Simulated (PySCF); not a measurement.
Spectrum to structure. Method used: PySCF 2.14.0, density-fitted response routines, TDDFT CAM-B3LYP/def2-SVPD, vertical, gas phase, core orbitals frozen in the response. Geometries: PBE0-D3(BJ)/def2-SVP, one conformer each.

| state | ν̃ (cm⁻¹) | f | main configurations (H = HOMO, L = LUMO) |
| --- | --- | --- | --- |
| S1 | 49830 | 0.012 | H→L (76%), H→L+1 (12%) |
| S2 | 51560 | 0.0003 | H-1→L+1 (48%), H-1→L (13%) |
| S3 | 54190 | 0.0014 | H-2→L+1 (22%), H-1→L+3 (17%), H→L+1 (11%) |
| S4 | 54880 | 0.0018 | H-2→L+3 (28%), H-2→L+2 (17%), H→L+3 (12%) |
| S5 | 57960 | 0.029 | H→L+1 (61%), H-2→L+1 (8%) |
| S6 | 59100 | 0.0036 | H→L+5 (38%), H→L+2 (27%), H→L+3 (10%) |

Orbital energies (eV): HOMO-3 -11.96, HOMO-2 -9.45, HOMO-1 -9.20, HOMO -8.17, LUMO 1.31, LUMO+1 1.91, LUMO+2 2.08.

**Question.** Which candidate is it? All have the formula C4H7N.
A. `[H]/N=C\C(=C)C`
B. `C=CCN=C`
C. `C#CCNC`
D. `C=NC1CC1`

**Answer.** C. Its S1, at 6.18 eV, is the highest among the candidates; the nearest of the others has S1 at 5.08 eV. S1 is HOMO→LUMO (76%), HOMO→LUMO+1 (12%). Löwdin shares by element: HOMO nitrogen 60%, carbon 17% or more, hydrogen 6% or more (atoms not listed hold the other 18%); LUMO carbon 61% (atoms not listed hold the other 39%). At the same level the other candidates give, for their lowest levels:
- `C=CCN=C`: 4.98 eV (f 0.001); 6.83 eV (f 0.058); 7.24 eV (f 0.003); 7.49 eV (f 0.064); 7.54 eV (f 0.011); T1 4.15 eV; HOMO -8.91, LUMO 0.64 eV
- `[H]/N=C\C(=C)C`: 4.84 eV (f 0.004); 6.22 eV (f 0.496); 7.27 eV (f 0.004); 7.57 eV (f 0.010); 7.69 eV (f 0.001); T1 3.53 eV; HOMO -8.93, LUMO -0.20 eV
- `C=NC1CC1`: 5.08 eV (f 0.001); 6.83 eV (f 0.370); 7.57 eV (f 0.012); 7.58 eV (f 0.040); 7.70 eV (f 0.002); T1 4.26 eV; HOMO -8.83, LUMO 0.84 eV

The values belong to the conformer `[CH:1]#[C:2][CH2:3][NH:4][CH3:5]`: C2–C3–N4–C5 63°.
Triplets come from the Tamm–Dancoff approximation.
